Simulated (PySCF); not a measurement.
**P₂⁺: from constants to spectrum**

UHF-CCSD(T) constants of P₂⁺, ²Πu (doublet), unpaired electrons π ↑ (PySCF, no relativity, basis sets P def2-TZVPPD; masses 30.9738 and 30.9738 u):

* ωe: 680.3 cm⁻¹
* ωexe: 2.64 cm⁻¹
* Be: 0.27504 cm⁻¹
* αe: 0.00144 cm⁻¹
* De to P⁺ + P: 4.66 eV

What force constant and bond length do these constants imply?

Reduced mass μred = 15.487 u; k = 5.8918×10⁻⁷·μred·ωe² (u, cm⁻¹, mdyn/Å) = 4.22 mdyn/Å; Re = √(16.8576/(μred·Be)) (u, cm⁻¹, Å) = 1.989 Å.

Estimate the centrifugal constant D from the Kratzer relation and find the Dunham coefficient a1.

D = 4Be³/ωe² = 1.8e-07 cm⁻¹; a1 = −1 − αeωe/(6Be²) = -3.16.

Correlated steps freeze 10 core orbitals. The state is the lowest determinant that a PBE0 search found; another state may lie lower at other levels.
